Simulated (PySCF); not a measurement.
**Atomic charges against the basis set**

Compound: phosphorus tetramer, P4.
Bonds: P1–P2, P2–P3, P3–P4, P1–P3, P1–P4, P2–P4.

PBE0 throughout (PySCF), one geometry, spherical d and f functions. Isolated species at its PBE0-D3(BJ)/def2-SVP geometry, gas phase. Atoms taken as equivalent share a column and are averaged.

Mulliken charges (e):

| basis | functions | P1/P2/P3/P4 |
| --- | --- | --- |
| pcSseg-0 | 52 | 0.000 |
| cc-pVDZ | 72 | 0.000 |
| aug-cc-pVDZ | 108 | 0.000 |
| cc-pVTZ | 136 | 0.000 |
| IGLO-III | 176 | 0.000 |
| pcSseg-3 | 304 | 0.000 |

IAO charges (e):

| basis | functions | P1/P2/P3/P4 |
| --- | --- | --- |
| pcSseg-0 | 52 | 0.000 |
| cc-pVDZ | 72 | 0.000 |
| aug-cc-pVDZ | 108 | 0.000 |
| cc-pVTZ | 136 | 0.000 |
| IGLO-III | 176 | 0.000 |
| pcSseg-3 | 304 | 0.000 |

Hirshfeld charges (e):

```csv
basis,functions,P1/P2/P3/P4
pcSseg-0,52,0.000
cc-pVDZ,72,0.000
aug-cc-pVDZ,108,0.000
cc-pVTZ,136,0.000
IGLO-III,176,0.000
pcSseg-3,304,0.000
```

Question: Which scheme is steadiest as the basis changes?

Answer: Largest range over the bases for any column: IAO 0.00 e, Hirshfeld 0.00 e, Mulliken 0.00 e. The schemes move by about as much.

Question: How much do the charges still move between the two largest bases, IGLO-III and pcSseg-3?

Answer: At most, over all atoms: Mulliken 0.000 e, IAO 0.000 e, Hirshfeld 0.000 e.

Question: What do the same runs give for the total energy and the frontier levels?

Answer: 
```csv
basis,energy (Eh),HOMO (eV),LUMO (eV)
pcSseg-0,-1363.2564,-8.78,-1.53
cc-pVDZ,-1364.9661,-7.64,-0.69
aug-cc-pVDZ,-1364.9725,-7.65,-0.82
cc-pVTZ,-1365.0212,-7.62,-0.78
IGLO-III,-1364.9921,-7.58,-0.69
pcSseg-3,-1365.0511,-7.60,-0.84
```
